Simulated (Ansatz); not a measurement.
`[NH2][MgH]` + Cl• → `[NH2][Mg]`• + HCl at 298.15 K and 1 bar (hydrogen abstraction from a Mg–H bond).

Calculated with Ansatz (gas phase, PBE0-D4/def2-TZVP geometries, no zero-point term in ΔE). CCSD(T)/CBS is the MP2 limit (def2-TZVPP, def2-QZVPP) plus CCSD(T) − MP2 in def2-TZVPP, frozen cores. This one scheme is used for every species, atoms too. No spin–orbit coupling; open shells (•) take unrestricted orbitals. Spin–orbit coupling would lower the free atoms: a little for Cl. For Mg outer-core shells are correlated without core-valence functions, so the limit isn't a true one: a few kJ/mol of doubt a bond, and 10 to 20 or more in all where bonds break to atoms.

```csv
species,CCSD(T)/CBS energy (Eh),H − E (kJ/mol),S (J/(mol·K))
`[NH2][MgH]`,-256.40266,89.4,251.1
Cl•,-459.70966,6.2,168.3
`[NH2][Mg]`•,-255.78201,72.8,247.8
HCl,-460.38127,26.6,186.8
```

H − E and S are ideal-gas, rigid-rotor, harmonic terms from PBE0-D4/def2-TZVP, with the whole ground term of open shells counted as degenerate. 1 Eh = 2625.50 kJ/mol, R = 8.31446 J/(mol·K).

By hand: ΔE, ΔH, ΔS and ΔG.

ΔE = (-255.78201) + (-460.38127) − (-256.40266) − (-459.70966) = -0.05096 Eh = -133.8 kJ/mol. Δ(H − E) = 72.8 + 26.6 − 89.4 − 6.2 = 3.8, so ΔH = -130.0 kJ/mol. ΔS = 247.8 + 186.8 − 251.1 − 168.3 = 15.2 J/(mol·K). ΔG = -130.0 − 298.15 × (15.2)/1000 = -134.5 kJ/mol.

By hand: the equilibrium constant, and the temperature at which ΔG would vanish if ΔH and ΔS stayed fixed.

log₁₀ K = −ΔG/(RT ln 10) = 23.6. ΔH and −TΔS have one sign here, so there is no such temperature.

ΔH outweighs TΔS. A doubt of 5 kJ/mol in ΔE shifts log₁₀ K by 0.9 here. These are equilibria of isolated gas molecules and say nothing of rates. Largest T1 diagnostic: 0.011 (customary marks: 0.02 for closed shells, 0.045 for open ones).
